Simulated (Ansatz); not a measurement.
Cartesian coordinates in Å:
```
C 4.2654 1.2651 0.1192
C 2.8569 0.9586 0.0069
C 1.6792 0.7042 -0.0883
C 0.3524 0.4169 -0.1951
C -0.8268 0.1621 -0.2905
C -2.2146 -0.1448 -0.3984
C -2.6617 -1.5871 -0.4559
C -2.9345 -0.7834 0.7667
H 4.5387 1.4832 1.1552
H 4.5233 2.1377 -0.4871
H 4.8781 0.4263 -0.2221
H -2.7942 0.5570 -0.9892
H -1.8846 -2.3384 -0.4083
H -3.4851 -1.8184 -1.1194
H -3.9483 -0.4541 0.9558
H -2.3441 -0.9848 1.6506
```

Total charge 0; spin multiplicity 1.

Q: List the r2SCAN/def2-TZVPP orbital energies in eV (the Gaussian-basis code of Ansatz). (Estimate.)

A: Ansatz gave: Occupied: -274.07, -273.71, -273.47, -273.47, -273.25, -273.21, -273.16, -273.15, -23.10, -20.77, -19.87, -18.43, -16.68, -15.80, -14.82, -13.36, -12.57, -11.78, -11.04, -11.04, -10.15, -9.46, -8.96, -8.59, -7.89, -7.75, -5.79, -5.52. Lowest empty: -0.87, -0.76, 1.51, 1.54, 1.88, 2.45, 2.49, 2.56.
